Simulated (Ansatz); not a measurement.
**SiNH₄− (SMILES [NH-][SiH3]): functionals against CCSD(T) at one geometry**

An exercise on one series of results from a longer session: the logs are not shown, and one member is left open.

Method: single points in def2-TZVPPD; program: Ansatz 0.2.0, Gaussian basis.

Cores are frozen in the correlated methods.

## The starting structure

SMILES `[NH-][SiH3]`, 6 atoms, charge -1, spin multiplicity 1.

Atoms are counted from 1 here; the program's logs count them from 0.

Bond lengths: N1–Si2 1.735 Å, N1–H3 1.050 Å, Si2–H4 1.563 Å, Si2–H5 1.569 Å, Si2–H6 1.556 Å. Angles: Si2–N1–H3 113.5°, N1–Si2–H4 120.2°, N1–Si2–H5 121.5°, N1–Si2–H6 106.0°, H4–Si2–H5 99.0°, H4–Si2–H6 103.8°, H5–Si2–H6 104.3°.

As a file:

```xyz
6
H4NSi
N     0.5933   -0.8538    0.9769
Si   -0.1566    0.2838   -0.0976
H     1.0302   -1.6706    0.4824
H    -1.3789   -0.1483   -0.9704
H     0.6702    1.0438   -1.1931
H    -0.7281    1.4156    0.8051
```

Set-up of the first run:

The input, run/in.yaml:

```yaml
crystal:
  periodic: [false, false, false]
  atoms:
    - {symbol: N, position_ang: [0.593300, -0.853800, 0.976900]}
    - {symbol: Si, position_ang: [-0.156600, 0.283800, -0.097600]}
    - {symbol: H, position_ang: [1.030200, -1.670600, 0.482400]}
    - {symbol: H, position_ang: [-1.378900, -0.148300, -0.970400]}
    - {symbol: H, position_ang: [0.670200, 1.043800, -1.193100]}
    - {symbol: H, position_ang: [-0.728100, 1.415600, 0.805100]}
basis:
  gaussian: {orbitals: "def2-TZVPPD.json"}
total_charge: -1
correlation: {method: ccsd_t}
output: {forces: true}
```

The basis file named in the input lies beside it (Basis Set Exchange, JSON).

The command line of these runs was not kept.

Among the steps run: CCSD(T)/def2-TZVPPD; PBE0-D4/def2-TZVPPD; wB97M-V/def2-TZVPPD; r2SCAN-D4/def2-TZVPPD; PBE-D4/def2-TZVPPD; BHLYP-D4/def2-TZVPPD; BLYP-D4/def2-TZVPPD.

One of the session's tables, all rows but one given; the rest of the session is left out.

```
   method  RMS force component (eV/Å)  angle to CCSD(T) forces (°)
  CCSD(T)                       0.598                    reference
  PBE0-D4                       0.692                          8.2
  wB97M-V                       0.708                          3.5
r2SCAN-D4                       0.651                          8.0
   PBE-D4                       0.520                         13.7
 BHLYP-D4                           ?                            ?
  BLYP-D4                       0.501                          9.1
```

Q: Estimate the row for BHLYP-D4 from the others.

As computed: RMS force component (eV/Å): 0.846; angle to CCSD(T) forces (°): 5.1. In the column «RMS force component (eV/Å)» it is the highest.
